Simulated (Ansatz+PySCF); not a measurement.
The numbers below are computed, except where a source is named.
## PySCF 2.14.0 run

```python
from pyscf import gto, scf, mp

mol = gto.M(atom="""
Li 0.000000 0.000000 -0.579220
H 0.000000 0.000000 1.737650
""", basis='6-31g', charge=0, spin=0)
mf = scf.UHF(mol)
mf.kernel()
pt = mp.MP2(mf, frozen=None).run()
print(mf.e_tot, pt.e_corr, pt.e_tot)
```

The script is written out from the run's settings.

Results

```
Converged          : yes
Reference energy   : -7.95083 hartree
Correlation energy : -0.01548 hartree
Total energy       : -7.96632 hartree
```

The reference isn't the lowest determinant (another lies 0.03 eV lower), but the same method gives a higher total on the lower determinant. Caution: bonds are stretched, where a single reference can fail.
